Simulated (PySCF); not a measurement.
**Working out the ionisation energy of S**

S [Ne] 3s2 3p4 (3P) → S⁺ [Ne] 3s2 3p3 (4S). Computed with PySCF 2.14 in x2c-TZVPPall, with scalar relativity by spin-free X2C-1e. Frozen: 1s2. Energies in hartree (1 hartree = 27.21139 eV):

```tsv
part	S (lower)	S⁺ (upper)
UHF	-398.584438	-398.245528
MP2 opposite-spin	-0.199803	-0.176080
MP2 same-spin	-0.076484	-0.073458
```

What does Hartree-Fock give?

(-398.245528) − (-398.584438) = 0.338910 hartree = 9.222 eV.

What do MP2 and SCS-MP2 (6/5 opposite-spin, 1/3 same-spin) give?

The opposite-spin parts differ by 0.646 eV and the same-spin parts by 0.082 eV. MP2: 9.222 + (0.646) + (0.082) = 9.950 eV. SCS-MP2: 9.222 + 1.2 × (0.646) + (0.082)/3 = 10.025 eV.

Measured between the centres of the two terms (NIST): 10.336 eV, so MP2 (valence and next inner shell) is off by -0.386 eV.

What remains against the reference includes basis incompleteness, the frozen core and correlation beyond second order.
